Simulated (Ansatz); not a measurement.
A reaction path, image by image

CH4AlCl, closed shell, from CH₄AlCl ([CH3][AlH][Cl]) to a complex of AlCl + CH₄; PBE0-D4/def2-SVP (Ansatz 0.2.0). Settings:

```yaml
hamiltonian: {xc: pbe0, dispersion: d4}
neb:
  images: 5
  climbing: true
  max_iterations: 40
  initial_path: idpp
```

First end:

```
7
angstrom
Al -0.5312 -0.8548 -0.0487
C 0.4047 0.8415 -0.0953
H -1.6406 -1.3289 -1.0670
Cl -0.0454 -2.2098 1.4878
H 1.4839 0.6845 -0.1881
H 0.2492 1.3942 0.8364
H 0.0794 1.4732 -0.9251
```

Second end:

```
7
angstrom
Al -0.2549 -2.4095 1.1257
C -0.1771 0.7605 -0.7079
H -0.9010 0.0588 -1.1239
Cl 1.1366 -1.4040 2.4182
H 0.8243 0.3329 -0.7584
H -0.4243 0.9768 0.3314
H -0.2037 1.6846 -1.2850
```

The ends were relaxed with PBE0-D4 in triple zeta, so they are not quite minima here (largest force components 0.29 and 0.28 eV/Å).

Energies along the converged band: It took 11 iterations. Path lengths are measured after rigid turns and shifts between images are taken out.
| image | path length (Å) | energy (eV) |
| --- | --- | --- |
| 0 | 0.00 | 0.000 |
| 1 | 0.58 | 0.400 |
| 2 | 1.15 | 1.801 |
| 3 (climbing) | 1.73 | 3.436 |
| 4 | 2.46 | 1.054 |
| 5 | 3.19 | 0.554 |
| 6 | 3.93 | 0.550 |
Energies count from the first end.

The images between the ends:
Image 1:
```xyz
7
angstrom
Al -0.4561 -0.9517 0.1012
C 0.2908 0.7706 -0.1716
H -1.4906 -1.1231 -1.0636
Cl 0.3305 -1.9649 1.7838
H 1.3696 0.6370 -0.3284
H 0.1140 1.3739 0.7284
H -0.1582 1.2582 -1.0499
```

Image 2:
```xyz
7
angstrom
Al -0.4191 -1.1124 0.2121
C 0.1652 0.6758 -0.2396
H -1.2868 -0.8440 -1.0322
Cl 0.6112 -1.7270 1.9460
H 1.2419 0.5503 -0.4123
H -0.0346 1.2836 0.6505
H -0.2778 1.1736 -1.1245
```

Image 3:
```xyz
7
angstrom
Al -0.4516 -1.4001 0.2919
C 0.0551 0.6329 -0.3251
H -1.0287 -0.5711 -0.9147
Cl 0.7719 -1.5503 2.0035
H 1.1438 0.4924 -0.4654
H -0.1531 1.2041 0.5978
H -0.3374 1.1921 -1.1880
```

Image 4:
```xyz
7
angstrom
Al -0.4916 -1.8230 0.4433
C -0.0623 0.6403 -0.4689
H -0.7378 -0.2497 -0.7503
Cl 0.8812 -1.4328 2.0527
H 1.0230 0.4363 -0.5240
H -0.2654 1.1036 0.5141
H -0.3471 1.3252 -1.2670
```

Image 5:
```xyz
7
angstrom
Al -0.4634 -2.3699 0.7696
C -0.0916 0.7670 -0.5777
H -0.7163 -0.1119 -0.8040
Cl 0.9331 -1.4523 2.1272
H 0.9692 0.4870 -0.6184
H -0.3270 1.1380 0.4282
H -0.3040 1.5422 -1.3250
```

The band counts as converged below 0.05 eV/Å. The run took about 2.4 min on 2 CPU threads of an Arm Neoverse N1 (shared host).
